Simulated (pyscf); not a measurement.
Structures and frequencies: ωB97X-D3(BJ)/def2-SVP in PySCF.

Question: PBE/def2-TZVP puts the barrier of `[F][GeH3]` + `[H][H]` + `[FH]` → `[GeH4]` + `[FH]` + `[FH]` (multi-bond step; singlet surface; F–Ge, H–H, F–H broken, Ge–H, F–H, F–H formed) at 27.9 kcal/mol and the reaction energy at +8.6 kcal/mol, from the separated reactants. What do r²SCAN/def2-TZVP, M06-2X/def2-TZVP, ωB97M-D3(BJ)/def2-TZVP give on the same structures?

Answer: r²SCAN: ΔE‡ = 31.6 kcal/mol, ΔE = +10.3 kcal/mol; M06-2X: ΔE‡ = 39.1 kcal/mol, ΔE = +14.1 kcal/mol; ωB97M-D3(BJ): ΔE‡ = 37.6 kcal/mol, ΔE = +8.7 kcal/mol. PBE's barrier lies under all of them, by 3.8 to 11.2 kcal/mol. Its reaction energy matches one of them and lies within 5.5 kcal/mol of the others. Low barriers are usual for a GGA, whose delocalisation error favours stretched bonds. On the reactant side the descent ends in a bound adduct (not fully relaxed), 8.1 kcal/mol under the separated species and 46.2 kcal/mol under the saddle at ωB97X-D3(BJ)/def2-TZVP. On the product side the descent ends in a bound adduct, 8.6 kcal/mol under the separated species and 36.9 kcal/mol under the saddle at ωB97X-D3(BJ)/def2-TZVP. This is the saddle that the search found; another between the same sides may lie lower. Elements up to Kr have no core potential and no relativistic terms here.
